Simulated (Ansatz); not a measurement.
```yaml
crystal:
  periodic: [false, false, false]
  atoms:
    - {symbol: Al, position_ang: [0.000000, 0.000000, -2.299593]}
    - {symbol: Al, position_ang: [0.000000, 0.000000, 0.360112]}
    - {symbol: O, position_ang: [0.000000, 0.000000, 1.939481]}
basis:
  gaussian: {orbitals: def2-TZVP}
hamiltonian: {xc: pbe0}
relax: {f_tol: 0.004, max_steps: 80}
```

```sh
$ ansatz run in.yaml --threads 1 --pin off --events-out ev --progress --plain --max-ram 2176MiB
```

Steps of the relaxation (energy above the last step; positions in Å, forces in eV/Å):

```
3
step 1, 67.9 meV
Al    0.000    0.000   -2.300    0.000    0.000   -0.719
Al    0.000    0.000    0.360    0.000    0.000   -0.536
O     0.000    0.000    1.939    0.000    0.000    1.255
```

```
3
step 2, 8.7 meV
Al    0.000    0.000   -2.374    0.000    0.000   -0.195
Al    0.000    0.000    0.391    0.000    0.000   -0.409
O     0.000    0.000    1.984    0.000    0.000    0.605
```

```
3
step 3, 0.2 meV
Al    0.000    0.000   -2.415    0.000    0.000    0.017
Al    0.000    0.000    0.403    0.000    0.000    0.098
O     0.000    0.000    2.012    0.000    0.000   -0.115
```

```
3
step 4, 0.0 meV
Al    0.000    0.000   -2.411    0.000    0.000    0.000
Al    0.000    0.000    0.402    0.000    0.000   -0.001
O     0.000    0.000    2.009    0.000    0.000    0.001
```

Close pairs at the end: Al2–O3 1.607 Å, Al1–Al2 2.813 Å.

A stationary point of restricted PBE0 after 4 steps (its stability towards spin polarisation wasn't tested); no frequencies were run, so it isn't proven a minimum. 11 s on 1 thread of Arm Neoverse V2, shared host.
